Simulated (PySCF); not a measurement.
# C2H6OS: the cost of one run

Computed with PySCF 2.14.0, with density-fitted response routines of our own, on a single molecule in the gas phase. Atoms count from 0, in the outputs and in this text.

### Step 1. The starting structure

10 atoms, charge 0, multiplicity 1; geometry from: MMFF94s. The atoms were then displaced at random by about 0.03 Å, so the start is not that level's minimum.

Bonds of the start (Å): C0–S1 1.71, S1–C2 1.78, S1–O3 1.47, C0–H4 1.13, C0–H5 1.12, C0–H6 1.15, C2–H7 1.11, C2–H8 1.16, C2–H9 1.05.

### Step 2. Optimising the geometry at PBE0-D3(BJ)/def2-SVP

What the job is given:

```
{"job": {"xc": "PBE0", "basis": "def2-SVP", "d3": "d3bj", "grid": 1, "shake": 0.03, "kind": "geom"}, "charge": 0, "multiplicity": 1}
C     -1.208420     0.069470    -0.449210
S     -0.094240    -1.039310     0.222970
C      1.292170     0.068440     0.078500
O     -0.296420    -1.180570     1.675650
H     -2.267600    -0.336940    -0.482340
H     -1.004750     0.397370    -1.498910
H     -1.260590     1.051530     0.141290
H      1.215640     1.007560     0.656250
H      2.218920    -0.421630     0.575420
H      1.529940     0.307330    -0.915200
```

The run is started by

```bash
$ OMP_NUM_THREADS=1 python probes_run.py task.json out
```

This one command runs all jobs of the session in turn.

**Question.** How long does this first job take on 1 thread of Arm Neoverse V2, shared host, and how much memory does it need?

About 13 s, with a peak of 0.37 GiB.
